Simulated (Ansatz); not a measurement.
Input file:

```yaml
crystal:
  periodic: [false, false, false]
  atoms:
    - {symbol: N, position_ang: [-0.000015, -0.250733, 1.000239]}
    - {symbol: Si, position_ang: [-0.000065, -0.038456, -0.558024]}
    - {symbol: N, position_ang: [0.000006, -0.137998, -2.188354]}
    - {symbol: H, position_ang: [0.000075, 0.427188, 1.746138]}
basis:
  gaussian: {orbitals: STO-3G}
magnetization: {spin_polarized: true, initial_magnetization: 3}
correlation: {method: ccsd, electrons: outside_noble_gas}
accuracy: high
```

```sh
$ ansatz run in.yaml --threads 1 --pin off --events-out ev --progress --plain --max-ram 2393MiB
```

Log:

```
346 factors; integrals over basis functions are off by at most 1.1e-8 eV
mean field evaluation 1: about -10701.4819 eV, gradient 1.6e1 eV
mean field evaluation 2: about -10701.5525 eV, gradient 1.6e1 eV
mean field evaluation 4: about -10704.4890 eV, gradient 3.8e0 eV
mean field evaluation 8: about -10705.0935 eV, gradient 5.0e-1 eV
mean field evaluation 16: about -10705.1143 eV, gradient 1.8e-7 eV
mean field evaluation 32: about -10704.4722 eV, gradient 3.5e0 eV
mean field evaluation 64: about -10704.4906 eV, gradient 4.6e0 eV
mean field evaluation 96: about -10702.5557 eV, gradient 1.9e-1 eV
mean field evaluation 128: about -10702.5675 eV, gradient 2.2e-1 eV
mean field evaluation 160: about -10704.3344 eV, gradient 7.5e-3 eV
...
mean field -10705.11432377 eV, -393.4056952113 hartree, gradient 2.7e-8 eV, S^2 4.195100; 10 other end points of the search recorded, 0 dependent functions left out
determinant -10705.11432377 eV, -393.4056952113 hartree, with singles and doubles -10708.80532022 eV, -393.5413368289 hartree
determinant -10704.33441036 eV, -393.3770339224 hartree, with singles and doubles -10708.58484307 eV, -393.5332344433 hartree
determinant -10704.30436855 eV, -393.3759299060 hartree, with singles and doubles -10708.63938501 eV, -393.5352388225 hartree
determinant -10703.73337746 eV, -393.3549463705 hartree, with singles and doubles -10707.93351692 eV, -393.5092986489 hartree
determinant -10702.95643399 eV, -393.3263942247 hartree, with singles and doubles -10706.52196773 eV, -393.4574251730 hartree
determinant -10702.89712382 eV, -393.3242146160 hartree, with singles and doubles -10706.49126849 eV, -393.4562969967 hartree
determinant -10705.11432377 eV, -393.4056952113 hartree, with singles and doubles -10708.85393696 eV, -393.5431234615 hartree
determinant -10704.33441036 eV, -393.3770339224 hartree, with singles and doubles -10708.76330233 eV, -393.5397927003 hartree
determinant -10704.30436855 eV, -393.3759299060 hartree, with singles and doubles -10708.74717199 eV, -393.5391999211 hartree
7 core orbitals not correlated: weight in the atoms' cores, before any rotation towards them, 0.999 or more for the frozen orbitals, at most 0.000 for the correlated occupied ones
reference -10705.11432377 eV, -393.4056952113 hartree; 9, 6 occupied and 4, 7 virtual orbitals, 346 factors
second order -2.22081239 eV of doubles, -0.00000000 eV of singles
...
cycle  17  -3.73960123 eV  change    2.1e-8 eV  update   3.8e-8
cycle  18  -3.73960125 eV  change   -1.1e-8 eV  update   2.2e-8
cycle  19  -3.73960126 eV  change   -1.3e-8 eV  update   1.2e-8
cycle  20  -3.73960127 eV  change   -1.4e-8 eV  update   7.9e-9
cycle  21  -3.73960128 eV  change   -5.3e-9 eV  update   4.4e-9
cycle  22  -3.73960128 eV  change   -2.6e-9 eV  update   1.8e-9
cycle  23  -3.73960128 eV  change   1.7e-10 eV  update  9.3e-10
cycle  24  -3.73960128 eV  change  -3.7e-10 eV  update  6.0e-10
cycle  25  -3.73960128 eV  change  -5.0e-10 eV  update  4.0e-10
cycle  26  -3.73960128 eV  change  -7.6e-10 eV  update  2.7e-10
WARN: the results are in doubt because among natural orbitals full CI differs from the method by -0.143 eV
Total energy: -10708.85392505 eV, -393.5431230236 hartree
In doubt: among natural orbitals full CI differs from the method by -0.143 eV
```

The T1 diagnostic is 0.073.

Ran on 1 thread of Arm Neoverse V2, shared host: 1.6 s wall, 0.07 GiB peak host memory.
